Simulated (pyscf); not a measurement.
**Four-centre exchange: `[CH3][Zn][SH]` + `[SeH2]` → `[CH3][Zn][SeH]` + `[SH2]`**

Gas phase, singlet surface, charge 0. Bonds broken: Zn2–S3, Se8–H9. Bonds formed: Zn2–Se8, S3–H9. Structures and frequencies: ωB97X-D3(BJ)/def2-SVP in PySCF.

Transition state (Å):

```xyz
10

C     -2.5239     0.7293     0.8171
Zn    -0.8329     0.2633    -0.0468
S      1.0769    -1.1533     0.1957
H     -2.6978     0.1292     1.7246
H     -3.3754     0.5704     0.1347
H     -2.5336     1.7929     1.1082
H      0.4554    -2.2105    -0.3661
Se     0.2864     0.9404    -2.2462
H      1.0813    -0.2347    -1.2647
H     -0.4761    -0.0914    -2.9591
```

One imaginary mode, 869i cm⁻¹; descent along it reached the two sides named, in the forms told below.

```csv
bond,change,reactant side (Å),saddle,product side
Zn2–S3,breaks,2.205,2.390,2.7
Se8–H9,breaks,1.466,1.725,3.2
Zn2–Se8,forms,2.8,2.559,2.310
S3–H9,forms,3.0,1.725,1.347
```

Electronic energies relative to the separated reactants (kcal/mol):

| level | barrier | reaction energy | reverse barrier |
|---|---|---|---|
| ωB97X-D3(BJ)/def2-TZVP | 4.0 | -4.7 | 8.7 |
| PBE/def2-TZVP | 2.3 | -3.3 | 5.6 |
| r²SCAN/def2-TZVP | 2.2 | -3.4 | 5.6 |
| B3LYP-D3(BJ)/def2-TZVP | 4.9 | -3.8 | 8.7 |
| PBE0-D3(BJ)/def2-TZVP | 2.1 | -3.9 | 5.9 |
| M06-2X/def2-TZVP | 4.2 | -4.8 | 9.0 |
| ωB97M-D3(BJ)/def2-TZVP | 8.5 | -3.6 | 12.1 |
| HF/def2-TZVP | 22.1 | -4.8 | 26.9 |

With ωB97M-D3(BJ)/def2-TZVP energies and thermal terms (ideal gas, 1 atm, RRHO with modes under 100 cm⁻¹ raised to 100, one conformer, R ln 2 for chiral ones without a mode under 150 cm⁻¹), in kcal/mol:

```
T (K)  ΔH‡   ΔG‡    ΔH    ΔG
-----  ---  ----  ----  ----
298    7.4  18.2  -3.2  -3.1
600    8.0  29.0  -3.2  -3.1
900    8.9  39.3  -3.2  -3.1
1200   9.7  49.3  -3.2  -3.0
```

On the reactant side the descent ends in an adduct with a Se–Zn contact, 9.1 kcal/mol under the separated species and 13.2 kcal/mol under the saddle at ωB97X-D3(BJ)/def2-TZVP. On the product side the descent ends in a bound adduct (not fully relaxed), 8.7 kcal/mol under the separated species and 17.4 kcal/mol under the saddle at ωB97X-D3(BJ)/def2-TZVP. What is counted as formed (Se–Zn) is already present as a longer contact in the reactant adduct; forming that adduct is a step of its own. One saddle was located; it need not be the lowest between these sides. Elements up to Kr have no core potential and no relativistic terms here.
